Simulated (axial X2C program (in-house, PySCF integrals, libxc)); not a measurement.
# Spectroscopic constants of MgAl

Computed with an in-house relativistic program for diatomic molecules. Spin-free means the one-electron spin-free X2C Hamiltonian; two-component (2c) means X2C with spin–orbit coupling and atomic mean-field two-electron Coulomb and Gaunt terms, so the difference of the two also holds small scalar two-electron terms. Basis: Al dyall-v3z [8s8p2d1f], Mg dyall-cv3z [9s8p6d3f] (cores contracted in-house); Gaussian nuclei, density fitting, unrestricted open shells. Masses: Al 26.982 u, Mg 23.985 u.

Input:
```json
{
 "zs": [
  13,
  12
 ],
 "q": 0,
 "bas": [
  "dyall-v3z",
  "dyall-cv3z"
 ],
 "levels": [
  "PBE0",
  "HF",
  "LDA"
 ],
 "cc": true,
 "r0": 2.65,
 "thr": -2.0,
 "nmax": 90,
 "npts": 10,
 "nst": 2,
 "ntry": 6
}
```
```bash
python so2c.py task.json out
```

Keys: zs atomic numbers; q charge; bas basis sets; levels methods; cc coupled cluster on or off; r0 starting distance in Å; thr threshold in hartree for freezing inner shells (an s shell follows its p shell); nmax most natural virtual spinors; npts points on the curve; nst determinants followed; ntry starts of the search. HF also brings MP2.

State, spin-free: M_S = 1/2, Λ = 1 (beyond evenly filled blocks: π+α); electrons by block: σα: 8, σβ: 8, π+α: 3, π+β: 2, π-α: 2, π-β: 2. Fragments: Al + Mg.

State, 2c: Ω = 1/2 (⟨Sz⟩ = -0.50, ⟨Lz⟩ = 1.00 at PBE0); electrons by block: 1/2: 11, -1/2: 10, 3/2: 2, -3/2: 2. Fragments: Al + Mg.

| Hamiltonian | level | Re (Å) | ωe (cm⁻¹) | Be (cm⁻¹) | De (eV) | D0 (eV) | k (mdyn/Å) | μ (D) |
| --- | --- | --- | --- | --- | --- | --- | --- | --- |
| 2c | PBE0 | 2.886 | 204.8 | 0.1594 | 0.434 | 0.421 | 0.314 | 1.45 |
| 2c | CCSD | 2.954 | 168.5 | 0.1521 | 0.220 | 0.210 | 0.212 | n/a |
| 2c | CCSD(T) | 2.898 | 194.4 | 0.1581 | 0.330 | 0.318 | 0.283 | n/a |
| 2c | LDA | 2.816 | 226.4 | 0.1674 | 0.718 | 0.704 | 0.384 | 1.31 |

Spin-free values that have a 2c row agree with it to the digits that matter (0.001 Å, 0.01 eV) and are not repeated.

Correlated methods: 5 electrons correlated (number of frozen shells: Al 2 s, 1 p; Mg 2 s, 1 p), 215 virtual spin orbitals or spinors in MP2, 90 natural virtuals in coupled cluster.

Dipoles are positive if Mg is the positive end.

One determinant describes the state; a PBE0 search over occupations chose it and may have missed a lower one. Dissociation energies refer to the lowest single-determinant-based atoms at the same level and basis. Density functionals use the spin component along the axis (collinear). CCSD and (T) use frozen natural virtuals with an MP2 correction for the truncation; (T) itself is uncorrected, so its De runs slightly low. The 2c atoms are single determinants rather than J levels; their spin–orbit lowering is only partly caught, and De is too large by that part. This holds for PBE0, LDA. PBE0 can misorder states that lie within some tenths of an eV, so this need not be the ground state of the molecule. The nearest other 2c determinant of the search, Ω = 3/2, lies 0.01 eV up at the distance of the search. Without a current term, density functionals place determinants with orbital angular momentum somewhat too high. The atomic limit has a lower orbital projection than the molecule and lies lower at mean-field level, so De may be about a tenth of an eV too small. The T1 diagnostic is large, a sign of multireference character.

No reliable constants came from HF (2c), HF (spin-free), MP2 (2c), MP2 (spin-free): no minimum in range, unconverged points, a curve that is not smooth, a change of character along it, or the two Hamiltonians disagreeing along it.

Rough cost a point (2c) on 1 thread(s) of a shared host, integrals apart: PBE0 0.25 s, CCSD(T) 1.7 s, LDA 0.11 s.

The whole task took 41 s on 1 thread of Intel(R) Xeon(R) 6975P-C (Granite Rapids), with other jobs on the host.
